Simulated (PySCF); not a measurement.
Calculation: B3LYP-D3(BJ)/def2-TZVP (PySCF 2.14.0). All species are isolated molecules in the gas phase. B3LYP has the VWN-RPA correlation part, as in Gaussian. 

Reference species (SMILES): `[F][In][F]` (neutral, multiplicity 2).

* **dipole moment**: 3.24 D

Changed species: `[F]` (radical fragment; the reference has radical fragment).

Problem. What does the change do to the dipole moment?

Solution. the dipole moment falls by 3.24 D, to 0.00 D.
